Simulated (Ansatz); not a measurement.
## How far each method lies from UCCSDT(Q) for HOP, triplet

Geometry: a PBE0/def2-TZVP stationary point for this spin, not checked as a minimum.

```xyz
3

O     0.0000   -0.1018    1.0417
P     0.0000    0.0286   -0.5874
H     0.0000    0.7367    1.5146
```

Basis cc-pVTZ; Ansatz 0.2.0. Correlated methods freeze the noble-gas cores, which leaves 12 electrons in 72 orbitals. Prefix R: restricted or restricted open-shell reference; prefix U: unrestricted. Active spaces: valence = (12e, 9o) chosen from the atoms' valence shells.

Full CI isn't at hand for all of this; UCCSDT(Q) serves as the reference, and is uncertain by about the last step of the cluster series. The frozen core follows each run's orbitals, which can shift R against U totals by a few meV.

The UHF ⟨S²⟩ is 2.034, the T1 diagnostic (RCCSD) is 0.0214 and the largest doubles amplitude (RCCSD) is 0.043. The T1 diagnostic (UCCSD) is 0.0204.

From what is known of these methods and the diagnostics, rank them by the size of their error in total energy against UCCSDT(Q) in cc-pVTZ, smallest first (an estimate: the text doesn't fix the numbers).
A. RCCSDT
B. MRCISD (valence space)
C. RCCSD(T)
D. RCCSD
E. CASSCF (valence space)

A (0.79 mEh), C (1.43 mEh), D (15.70 mEh), B (32.33 mEh), E (324.63 mEh).

All errors are against UCCSDT(Q) in cc-pVTZ. Within each family the higher level lies nearer, as is usual though not guaranteed.

Natural occupations of CASSCF (valence space) about the gap: 1.994 1.978 1.975 1.005 1.002 0.026 0.022; effectively unpaired electrons, Σ n²(2−n)², 2.01.

Atomization energy (electronic, same basis, no zero-point term; atoms at the same level, unrestricted beside the R rows where the molecule is a closed shell, with restricted open-shell steps beyond CCSDT(Q)) at UCCSDT(Q): 769.9 kJ/mol. Errors of other levels:

```tsv
level	error (kJ/mol)
RHF	-288.4
UHF	-286.4
RMP2	24.6
UMP2	19.7
RCCSD	-19.8
UCCSD	-19.9
RCCSD(T)	-0.1
UCCSD(T)	-0.6
BCCD(T)	0.1
RCCSDT	-1.2
UCCSDT	-1.5
RCCSDT(Q)	0.1
CASSCF (valence space)	-131.4
NEVPT2 (valence space)	-17.3
MRCISD (valence space)	-50.6
MRCISD+Q (valence space)	-14.4
```

This basis is far from its limit, so the value isn't to be set against a measured one. Truncated CI isn't size-consistent, which counts against it in atomization.
